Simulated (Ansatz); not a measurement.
# H₃Ge–AlH₂, singlet: the ladder up to RCCSDT(Q)

Geometry: a PBE0/def2-TZVP stationary point for this spin, not checked as a minimum.

```xyz
7

Ge    0.0000    0.0009    0.6854
Al    0.0000    0.0010   -1.7933
H     0.0000    1.4090    1.3103
H     1.2327   -0.7388    1.2465
H    -1.2327   -0.7388    1.2465
H     0.0000    1.3582   -2.6174
H     0.0000   -1.3819   -2.5741
```

Basis cc-pVDZ; Ansatz 0.2.0. Correlated methods freeze the noble-gas cores and the filled d shells of p-block atoms, which leaves 12 electrons in 51 orbitals. R marks a restricted (for open shells ROHF) determinant. Active spaces: pair = (2e, 2o) about the gap; frontier = (8e, 8o) about the gap. No spin–orbit coupling is included, and no scalar relativity.

Full CI isn't at hand for all of this; RCCSDT(Q) serves as the reference, and is uncertain by about the last step of the cluster series.

* UHF ⟨S²⟩: 0.000
* T1 diagnostic (RCCSD): 0.0117
* largest doubles amplitude (RCCSD): 0.038

```json
{"level": "RHF", "E − E(RCCSDT(Q)) (mEh)": "219.73", "share of correlation (%)": "0.00", "wall time": "–"}
{"level": "RMP2", "E − E(RCCSDT(Q)) (mEh)": "50.24", "share of correlation (%)": "77.14", "wall time": "–"}
{"level": "CISD", "E − E(RCCSDT(Q)) (mEh)": "23.88", "share of correlation (%)": "89.13", "wall time": "1.9 s"}
{"level": "RCCSD", "E − E(RCCSDT(Q)) (mEh)": "5.54", "share of correlation (%)": "97.48", "wall time": "–"}
{"level": "RCCSD(T)", "E − E(RCCSDT(Q)) (mEh)": "1.16", "share of correlation (%)": "99.47", "wall time": "1.4 s"}
{"level": "BCCD(T)", "E − E(RCCSDT(Q)) (mEh)": "1.13", "share of correlation (%)": "99.49", "wall time": "1.6 s"}
{"level": "RCCSDT", "E − E(RCCSDT(Q)) (mEh)": "0.17", "share of correlation (%)": "99.92", "wall time": "–"}
{"level": "CASSCF (pair space)", "E − E(RCCSDT(Q)) (mEh)": "205.52", "share of correlation (%)": "6.47", "wall time": "–"}
{"level": "NEVPT2 (pair space)", "E − E(RCCSDT(Q)) (mEh)": "50.34", "share of correlation (%)": "77.09", "wall time": "8.5 s"}
{"level": "CASSCF (frontier space)", "E − E(RCCSDT(Q)) (mEh)": "162.67", "share of correlation (%)": "25.97", "wall time": "–"}
{"level": "NEVPT2 (frontier space)", "E − E(RCCSDT(Q)) (mEh)": "49.65", "share of correlation (%)": "77.40", "wall time": "11 s"}
```

The correlation energy at RCCSDT(Q), counted from RHF, is -5.979 eV. That run took 19 s on 1 thread of Arm Neoverse V2, shared host.

Times hold each run's SCF and search for its determinant on a shared host, so for small cases they say little of a method's own cost; they ran on 1 thread of Arm Neoverse V2.
